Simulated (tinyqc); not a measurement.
UKS/LDA (PW92) in the sto-6g basis, for LiH+, spin multiplicity 2, step by step (part 2 of 2). Computed by tinyqc, a small Python program that keeps every step (integrals from PySCF). Command: `OMP_NUM_THREADS=1 python tinyqc.py 31205 31206 out.jsonl` (the two numbers bound the seeds that draw the settings). One thread of a shared host (Intel(R) Xeon(R) Processor @ 2.60GHz), about 1 s of CPU time with the checks.

Geometry (angstrom):
```
atom         x         y         z
Li    0.000000  0.000000  0.000000
H     0.000000  0.000000  2.647000
```

## Iteration 2: diagonalisation and new density

extrapolated F(alpha) (hartree), lower triangle:
```
            1Li 1s     1Li 2s    1Li 2px    1Li 2py    1Li 2pz      2H 1s
1Li 1s   -2.114658
1Li 2s   -0.566792  -0.412422
1Li 2px  -0.000057  -0.001111  -0.190296
1Li 2py   0.000048   0.000021  -0.000589  -0.190263
1Li 2pz  -0.001234  -0.046623   0.000292  -0.000080  -0.216104
2H 1s    -0.016892  -0.119712  -0.000017   0.000010  -0.171177  -0.464793
```

extrapolated F(beta) (hartree), lower triangle:
```
            1Li 1s     1Li 2s    1Li 2px    1Li 2py    1Li 2pz      2H 1s
1Li 1s   -2.111900
1Li 2s   -0.564703  -0.390204
1Li 2px  -0.000066  -0.000569  -0.171642
1Li 2py  -0.000023   0.000030   0.000008  -0.171663
1Li 2pz   0.000237  -0.027408   0.000476  -0.000022  -0.186704
2H 1s    -0.016734  -0.098004   0.000009   0.000010  -0.135295  -0.225738
```

X, lower triangle:
```
            1Li 1s     1Li 2s   1Li 2px   1Li 2py    1Li 2pz     2H 1s
1Li 1s    1.022101
1Li 2s   -0.124321   1.035113
1Li 2px   0.000000   0.000000  1.000000
1Li 2py   0.000000   0.000000  0.000000  1.000000
1Li 2pz  -0.003133   0.019421  0.000000  0.000000   1.028179
2H 1s     0.013778  -0.096641  0.000000  0.000000  -0.140926  1.041032
```

Diagonalise F' = X^T F X, C = X C', fill 2 alpha and 1 beta electrons from the bottom; D(s) = C_occ C_occ^T. Each column has its largest component positive (the first on a tie).

F' = X^T F X (alpha) (hartree), lower triangle:
```
           1          2          3          4          5          6
1  -2.071665
2  -0.287317  -0.310804
3   0.000078  -0.001136  -0.190296
4   0.000046   0.000013  -0.000589  -0.190263
5   0.000364  -0.031169   0.000281  -0.000084  -0.189401
6   0.013374  -0.049496   0.000048   0.000021  -0.085799  -0.438190
```

orbital energies (alpha) (hartree): MO1 -2.117387, MO2 -0.480484, MO3 -0.251723, MO4 -0.190861, MO5 -0.189685, MO6 -0.160478

coefficients C (alpha):
```
               MO1        MO2        MO3        MO4        MO5        MO6
1Li 1s    0.989845  -0.059774  -0.275428   0.003233  -0.002891   0.033179
1Li 2s    0.040098   0.188104   1.023027  -0.012150   0.011051  -0.113080
1Li 2px   0.000052   0.000578   0.017517   0.712937  -0.700862   0.014361
1Li 2py  -0.000025   0.000016   0.000269   0.701068   0.713088  -0.003184
1Li 2pz   0.002671   0.182386   0.130953  -0.009855   0.014160   1.013253
2H 1s    -0.005132   0.888606  -0.407321   0.007968  -0.009472  -0.396770
```

F' = X^T F X (beta) (hartree), lower triangle:
```
           1          2          3          4          5          6
1  -2.068993
2  -0.288108  -0.288958
3   0.000002  -0.000572  -0.171642
4  -0.000027   0.000032   0.000008  -0.171663
5  -0.000239  -0.013490   0.000478  -0.000023  -0.163324
6   0.014186  -0.053824  -0.000003   0.000010  -0.087258  -0.192703
```

orbital energies (beta) (hartree): MO1 -2.114482, MO2 -0.308328, MO3 -0.206216, MO4 -0.171664, MO5 -0.171627, MO6 -0.084964

coefficients C (beta):
```
               MO1        MO2        MO3        MO4        MO5        MO6
1Li 1s    0.990198  -0.169953  -0.216618  -0.001249   0.004429  -0.063446
1Li 2s    0.038786   0.607135   0.811305   0.004680  -0.016793   0.260758
1Li 2px   0.000045   0.001097   0.019709  -0.213680   0.976700   0.002851
1Li 2py   0.000011  -0.000140  -0.001045   0.976889   0.213743  -0.000192
1Li 2pz   0.001437   0.376019  -0.483908  -0.001725   0.006519   0.837732
2H 1s    -0.004597   0.538099  -0.392008  -0.002504   0.009148  -0.818416
```

D(alpha) after iteration 2, lower triangle:
```
            1Li 1s    1Li 2s   1Li 2px   1Li 2py   1Li 2pz     2H 1s
1Li 1s    0.983366
1Li 2s    0.028447  0.036991
1Li 2px   0.000017  0.000111  0.000000
1Li 2py  -0.000025  0.000002  0.000000  0.000000
1Li 2pz  -0.008258  0.034415  0.000106  0.000003  0.033272
2H 1s    -0.058195  0.166944  0.000513  0.000014  0.162056  0.789647
```

D(beta) after iteration 2, lower triangle:
```
            1Li 1s     1Li 2s   1Li 2px   1Li 2py    1Li 2pz     2H 1s
1Li 1s    0.980492
1Li 2s    0.038405   0.001504
1Li 2px   0.000044   0.000002  0.000000
1Li 2py   0.000011   0.000000  0.000000  0.000000
1Li 2pz   0.001423   0.000056  0.000000  0.000000   0.000002
2H 1s    -0.004552  -0.000178  0.000000  0.000000  -0.000007  0.000021
```

## Iteration 7 (converged): orbitals

converged F(alpha) (hartree), lower triangle:
```
            1Li 1s     1Li 2s    1Li 2px    1Li 2py    1Li 2pz      2H 1s
1Li 1s   -2.124187
1Li 2s   -0.568528  -0.409346
1Li 2px   0.000000   0.000000  -0.185653
1Li 2py   0.000000   0.000000   0.000000  -0.185653
1Li 2pz  -0.000890  -0.038629   0.000000   0.000000  -0.216128
2H 1s    -0.016917  -0.116263   0.000000   0.000000  -0.165665  -0.430780
```

converged F(beta) (hartree), lower triangle:
```
            1Li 1s     1Li 2s    1Li 2px    1Li 2py    1Li 2pz      2H 1s
1Li 1s   -2.122944
1Li 2s   -0.567404  -0.394639
1Li 2px   0.000000   0.000000  -0.175378
1Li 2py   0.000000   0.000000   0.000000  -0.175378
1Li 2pz   0.000113  -0.022980   0.000000   0.000000  -0.192553
2H 1s    -0.016804  -0.093958   0.000000   0.000000  -0.128460  -0.171235
```

As before.

F' = X^T F X (alpha) (hartree), lower triangle:
```
           1          2          3          4          5          6
1  -2.081134
2  -0.288352  -0.307283
3   0.000000   0.000000  -0.185653
4   0.000000   0.000000   0.000000  -0.185653
5  -0.000230  -0.023245   0.000000   0.000000  -0.190049
6   0.013527  -0.050492   0.000000   0.000000  -0.085476  -0.403394
```

orbital energies (alpha) (hartree): MO1 -2.126854, MO2 -0.450406, MO3 -0.244802, MO4 -0.185653, MO5 -0.185653, MO6 -0.159798

coefficients C (alpha):
```
               MO1        MO2        MO3       MO4        MO5        MO6
1Li 1s    0.990008  -0.067682  -0.275021  0.000000   0.000000   0.003675
1Li 2s    0.039497   0.218595   1.023370  0.000000   0.000000  -0.001480
1Li 2px   0.000000   0.000000   0.000000  0.998987  -0.044999   0.000000
1Li 2py   0.000000   0.000000   0.000000  0.044999   0.998987   0.000000
1Li 2pz   0.002289   0.209111   0.009561  0.000000   0.000000   1.016649
2H 1s    -0.004977   0.865860  -0.385836  0.000000   0.000000  -0.463173
```

F' = X^T F X (beta) (hartree), lower triangle:
```
           1          2          3          4          5          6
1  -2.079914
2  -0.289016  -0.293337
3   0.000000   0.000000  -0.175378
4   0.000000   0.000000   0.000000  -0.175378
5  -0.000850  -0.009509   0.000000   0.000000  -0.170252
6   0.014485  -0.054918   0.000000   0.000000  -0.087264  -0.136488
```

orbital energies (beta) (hartree): MO1 -2.125524, MO2 -0.291625, MO3 -0.206215, MO4 -0.175378, MO5 -0.175378, MO6 -0.056626

coefficients C (beta):
```
               MO1        MO2        MO3       MO4        MO5        MO6
1Li 1s    0.990221  -0.204086  -0.181242  0.000000   0.000000   0.072859
1Li 2s    0.038699   0.737710   0.679301  0.000000   0.000000  -0.299113
1Li 2px   0.000000   0.000000   0.000000  0.999867  -0.016339   0.000000
1Li 2py   0.000000   0.000000   0.000000  0.016339   0.999867   0.000000
1Li 2pz   0.001420   0.379071  -0.647827  0.000000   0.000000  -0.716954
2H 1s    -0.004555   0.399144  -0.330451  0.000000   0.000000   0.919023
```

D(alpha) after iteration 7, lower triangle:
```
            1Li 1s    1Li 2s   1Li 2px   1Li 2py   1Li 2pz     2H 1s
1Li 1s    0.984696
1Li 2s    0.024307  0.049344
1Li 2px   0.000000  0.000000  0.000000
1Li 2py   0.000000  0.000000  0.000000  0.000000
1Li 2pz  -0.011887  0.045801  0.000000  0.000000  0.043732
2H 1s    -0.063530  0.189076  0.000000  0.000000  0.181049  0.749739
```

D(beta) after iteration 7, lower triangle:
```
            1Li 1s     1Li 2s   1Li 2px   1Li 2py    1Li 2pz     2H 1s
1Li 1s    0.980538
1Li 2s    0.038321   0.001498
1Li 2px   0.000000   0.000000  0.000000
1Li 2py   0.000000   0.000000  0.000000  0.000000
1Li 2pz   0.001406   0.000055  0.000000  0.000000   0.000002
2H 1s    -0.004510  -0.000176  0.000000  0.000000  -0.000006  0.000021
```

Within a degenerate level the vectors are fixed only up to a rotation; this is one choice.

## Convergence

Stop when the energy changes by less than 1e-09 hartree and every element of the error matrix X^T (F D S - S D F) X (for each spin) is below 9e-06.

Course of the cycle:
```
iteration  E (hartree)     change  largest element of the error matrix
1          -5.51301683          -                             9.51e-01
2          -7.57421293  -2.06e+00                             1.01e-01
3          -7.58833675  -1.41e-02                             9.57e-03
4          -7.58879495  -4.58e-04                             2.35e-03
5          -7.58882682  -3.19e-05                             3.18e-05
6          -7.58882683  -4.90e-09                             3.28e-07
7          -7.58882683  -8.34e-13                             1.64e-08
```

PySCF UKS in the same basis, fine grid, after a stability check = -7.58568769 hartree

Converged in 7 iterations. The coarse grid moves the energy by -3.14e-03 hartree.

## Populations, bond orders and dipole

overlap S, lower triangle:
```
           1Li 1s    1Li 2s   1Li 2px   1Li 2py   1Li 2pz     2H 1s
1Li 1s   1.000000
1Li 2s   0.235742  1.000000
1Li 2px  0.000000  0.000000  1.000000
1Li 2py  0.000000  0.000000  0.000000  1.000000
1Li 2pz  0.000000  0.000000  0.000000  0.000000  1.000000
2H 1s    0.006709  0.175588  0.000000  0.000000  0.263692  1.000000
```

Mulliken: Z minus the diagonal of D S on the atom; Loewdin: the same with S^(1/2) D S^(1/2); Mayer order: 2 sum_s sum (D(s) S)_ij (D(s) S)_ji over the two atoms.

Charges (e):
```
atom  Mulliken   Loewdin  Mulliken spin
1Li   0.830211  0.814005       0.169705
2H    0.169789  0.185995       0.830295
```

Mayer bond orders:
```
pair     order
2-1   0.281782
```

dipole moment about the origin, x y z (debye): 0.000000  0.000000  1.106111

<S^2> of the determinant (pure state: 0.75) = 0.750001
